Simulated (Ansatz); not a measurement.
Ansatz (a quantum-chemistry and plane-wave program) input:
A basis named .json is the Basis Set Exchange file of that set.

Ansatz 0.2 input:
```yaml
crystal:
  periodic: [false, false, false]
  atoms:
    - {symbol: B, position_ang: [0.00000000, -0.00000000, -0.00000000]}
    - {symbol: Cl, position_ang: [0.00508444, 1.74500655, -0.02473757]}
    - {symbol: Cl, position_ang: [1.50850421, -0.87734968, -0.01892724]}
    - {symbol: Cl, position_ang: [-1.51358865, -0.86765687, 0.04366481]}
basis:
  gaussian:
    orbitals: aug-cc-pV_T+d_Z.json
magnetization: {spin_polarized: false}
correlation: {method: ccsd_t, electrons: outside_noble_gas}
```

Q: What final total energy does it print?

A: -1404.13184 Eh (CCSD(T)/aug-cc-pV(T+d)Z). The basis has 211 functions.
